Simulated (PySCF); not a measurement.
**Basis-set dependence of population analyses: `CC#C[C@H]1CS1`**

Compound: C5H6S.
Structure used (PBE0-D3(BJ)/def2-SVP), in Å, numbered top down from 1:
```
atom  x, y, z in Å
C1     2.6291    0.3324    0.3011
C2     1.1904    0.1558    0.3945
C3    -0.0102   -0.0053    0.4618
C4    -1.4330   -0.1768    0.5642
C5    -2.3099   -0.0017   -0.6256
S6    -2.1863   -1.7173   -0.0857
H7     3.0766    0.4845    1.2955
H8     3.1045   -0.5532   -0.1489
H9     2.8864    1.2042   -0.3207
H10   -1.8611    0.1272    1.5269
H11   -1.8206    0.2368   -1.5752
H12   -3.2798    0.4831   -0.4726
```

PBE0 throughout (PySCF), one geometry, spherical d and f functions. Geometry: PBE0-D3(BJ)/def2-SVP; no solvent, vibrations or thermal averaging. Atoms taken as equivalent share a column and are averaged. The first 7 of 10 kinds of atom are listed.

Mulliken charges (e):

| basis | functions | C1 | C2 | C3 | C4 | C5 | S6 | H7/H8/H9 |
| --- | --- | --- | --- | --- | --- | --- | --- | --- |
| STO-3G | 40 | -0.249 | -0.046 | -0.059 | -0.153 | -0.226 | +0.119 | +0.105 |
| 6-31G | 70 | -0.504 | -0.066 | +0.057 | -0.522 | -0.502 | +0.222 | +0.206 |
| 6-31G* | 100 | -0.648 | +0.019 | +0.141 | -0.449 | -0.441 | +0.048 | +0.214 |
| def2-SVP | 118 | +0.002 | -0.196 | +0.062 | -0.276 | -0.041 | -0.081 | +0.074 |
| 6-311+G(2d,p) | 206 | -0.941 | +0.502 | +0.169 | -0.143 | -0.424 | -0.115 | +0.174 |
| def2-TZVP | 228 | -0.455 | +0.060 | -0.031 | -0.177 | -0.192 | -0.118 | +0.160 |

IAO charges (e):

| basis | functions | C1 | C2 | C3 | C4 | C5 | S6 | H7/H8/H9 |
| --- | --- | --- | --- | --- | --- | --- | --- | --- |
| STO-3G | 40 | -0.415 | -0.030 | -0.057 | -0.225 | -0.335 | +0.167 | +0.156 |
| 6-31G | 70 | -0.449 | -0.025 | -0.073 | -0.178 | -0.330 | -0.007 | +0.176 |
| 6-31G* | 100 | -0.430 | -0.027 | -0.077 | -0.168 | -0.315 | +0.004 | +0.169 |
| def2-SVP | 118 | -0.422 | -0.030 | -0.077 | -0.169 | -0.308 | +0.018 | +0.166 |
| 6-311+G(2d,p) | 206 | -0.440 | -0.035 | -0.081 | -0.171 | -0.321 | +0.006 | +0.174 |
| def2-TZVP | 228 | -0.439 | -0.036 | -0.081 | -0.172 | -0.324 | +0.013 | +0.174 |

Hirshfeld charges (e):

```json
{"basis": "STO-3G", "functions": "40", "C1": "-0.004", "C2": "-0.074", "C3": "-0.091", "C4": "+0.022", "C5": "-0.028", "S6": "-0.005", "H7/H8/H9": "+0.032"}
{"basis": "6-31G", "functions": "70", "C1": "-0.072", "C2": "-0.050", "C3": "-0.081", "C4": "-0.001", "C5": "-0.057", "S6": "-0.086", "H7/H8/H9": "+0.057"}
{"basis": "6-31G*", "functions": "100", "C1": "-0.073", "C2": "-0.052", "C3": "-0.079", "C4": "+0.001", "C5": "-0.052", "S6": "-0.095", "H7/H8/H9": "+0.057"}
{"basis": "def2-SVP", "functions": "118", "C1": "-0.091", "C2": "-0.045", "C3": "-0.078", "C4": "-0.014", "C5": "-0.067", "S6": "-0.047", "H7/H8/H9": "+0.060"}
{"basis": "6-311+G(2d,p)", "functions": "206", "C1": "-0.093", "C2": "-0.048", "C3": "-0.078", "C4": "-0.032", "C5": "-0.076", "S6": "-0.037", "H7/H8/H9": "+0.062"}
{"basis": "def2-TZVP", "functions": "228", "C1": "-0.097", "C2": "-0.046", "C3": "-0.076", "C4": "-0.027", "C5": "-0.076", "S6": "-0.042", "H7/H8/H9": "+0.062"}
```

ESP-fitted charges (e):

```
        basis  functions      C1      C2      C3      C4      C5      S6  H7/H8/H9
       STO-3G         40  -0.513  +0.140  -0.202  -0.027  -0.232  -0.006    +0.162
        6-31G         70  -0.481  +0.076  -0.130  -0.102  -0.263  -0.150    +0.171
       6-31G*        100  -0.514  +0.088  -0.150  -0.065  -0.294  -0.132    +0.179
     def2-SVP        118  -0.462  +0.088  -0.193  -0.030  -0.260  -0.116    +0.166
6-311+G(2d,p)        206  -0.543  +0.102  -0.186  -0.028  -0.329  -0.110    +0.187
    def2-TZVP        228  -0.545  +0.114  -0.202  -0.017  -0.316  -0.112    +0.187
```

Problem. Which scheme is steadiest as the basis changes?

Solution. Largest range over the bases for any column: Hirshfeld 0.09 e, ESP-fitted 0.14 e, IAO 0.17 e, Mulliken 0.94 e. Hirshfeld charges move least and Mulliken charges most, counted in e. Without the minimal STO-3G basis the ranges are Hirshfeld 0.06, ESP-fitted 0.09, IAO 0.03, Mulliken 0.94 e.

Problem. How much do the charges still move between the two largest bases, 6-311+G(2d,p) and def2-TZVP?

Solution. At most, over all atoms: Mulliken 0.487 e, IAO 0.006 e, Hirshfeld 0.005 e, ESP-fitted 0.015 e.

Problem. What do the same runs give for the total energy, the frontier levels and the dipole moment?

Solution. 
```json
{"basis": "STO-3G", "energy (Eh)": "-585.1348", "HOMO (eV)": "-3.47", "LUMO (eV)": "3.43", "μ (D)": "0.76"}
{"basis": "6-31G", "energy (Eh)": "-591.7758", "HOMO (eV)": "-6.50", "LUMO (eV)": "0.02", "μ (D)": "2.45"}
{"basis": "6-31G*", "energy (Eh)": "-591.8507", "HOMO (eV)": "-6.44", "LUMO (eV)": "-0.10", "μ (D)": "2.26"}
{"basis": "def2-SVP", "energy (Eh)": "-591.6088", "HOMO (eV)": "-6.47", "LUMO (eV)": "-0.09", "μ (D)": "2.01"}
{"basis": "6-311+G(2d,p)", "energy (Eh)": "-591.9368", "HOMO (eV)": "-6.61", "LUMO (eV)": "-0.46", "μ (D)": "2.07"}
{"basis": "def2-TZVP", "energy (Eh)": "-591.9554", "HOMO (eV)": "-6.59", "LUMO (eV)": "-0.35", "μ (D)": "2.03"}
```

The dipole is fixed by the density alone, so its range of 1.69 D shows that the density itself changes with the basis, not only its division among atoms.
